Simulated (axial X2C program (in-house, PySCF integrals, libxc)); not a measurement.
# SiO⁻: from the spin-free to the two-component result

Computed with an axial X2C code built on PySCF integrals. Spin-free means the one-electron spin-free X2C Hamiltonian; two-component (2c) means X2C with spin–orbit coupling and atomic mean-field two-electron Coulomb and Gaunt terms, so the difference of the two also holds small scalar two-electron terms. Basis: Si dyall-av3z [9s8p3d2f], O dyall-av3z [7s6p3d2f] (cores contracted in-house); Gaussian nuclei, density fitting, unrestricted open shells. Masses: Si 27.977 u, O 15.995 u.

Spin-free state: M_S = 1/2, Λ = 1 (beyond evenly filled blocks: π+α); fragments Si- + O for PBE0, HF, CCSD, CCSD(T), r2SCAN; Si + O- for MP2.

```tsv
level	Re (Å)	ωe (cm⁻¹)	De (eV)	μ (D)
PBE0	1.557	1094.8	6.544	0.44
HF	1.524	1193.5	3.497	0.28
MP2	1.578	1030.4	7.045	n/a
CCSD	1.562	1090.6	6.305	n/a
CCSD(T)	1.573	1051.2	6.588	n/a
r2SCAN	1.561	1080.9	6.674	0.70
```

Correlated methods: 11 electrons correlated (number of frozen shells: Si 2 s, 1 p; O 1 s), 199 virtual spin orbitals or spinors in MP2, 90 natural virtuals in coupled cluster.

Dipoles are positive if O is the positive end and refer to the centre of mass.

(1) Within this multiplet, which Ω should lie lowest by the rule for regular and inverted multiplets?

Two-component determinant lowest at the distance of the search:

Ω = 1/2 (⟨Sz⟩ = -0.50, ⟨Lz⟩ = 1.00 at HF); fragments Si- + O for PBE0, HF, CCSD, CCSD(T), r2SCAN; Si + O- for MP2.

| level | Re (Å) | ωe (cm⁻¹) | De (eV) | μ (D) |
| --- | --- | --- | --- | --- |
| PBE0 | 1.558 | 1094.2 | 6.550 | 0.44 |
| HF | 1.525 | 1192.8 | 3.503 | 0.28 |
| MP2 | 1.579 | 1029.6 | 7.061 | n/a |
| CCSD | 1.563 | 1090.1 | 6.309 | n/a |
| CCSD(T) | 1.574 | 1050.6 | 6.587 | n/a |
| r2SCAN | 1.562 | 1080.4 | 6.680 | 0.70 |

(2) From the two tables, how do the constants change at the CCSD(T) level (2c against spin-free)?

One determinant describes the state; a PBE0 search over occupations chose it and may have missed a lower one. De is counted from the lowest determinant-based energies of the atoms at the same level, without counterpoise correction. Density functionals use the spin component along the axis (collinear). CCSD and (T) use frozen natural virtuals with an MP2 correction for the truncation; (T) itself is uncorrected, so its De runs slightly low. The highest occupied level is positive at some bond lengths even in Hartree–Fock (under at least one Hamiltonian), so the basis set holds the extra electron there; where that holds at Re the anion is at best weakly bound and its constants depend on the basis. The 2c atoms are single determinants rather than J levels; their spin–orbit lowering is only partly caught, and De is too large by that part. This holds for PBE0, MP2, r2SCAN. Without a current term, density functionals place determinants with orbital angular momentum somewhat too high. Some points did not converge and are left out. Hartree–Fock gets electron affinities wrong, so its lowest charge split need not be the true one.

Results:

(1) The open π shell holds one electron, so the multiplet is regular: Ω = Λ − 1/2 = 1/2. The PBE0 2c search agrees, though Ω = 3/2 of the search lies only 0.01 eV higher.

(2) At the CCSD(T) level Re is unchanged within 0.001 Å and ωe drops by 0.6 cm⁻¹; De changes by -0.001 eV.
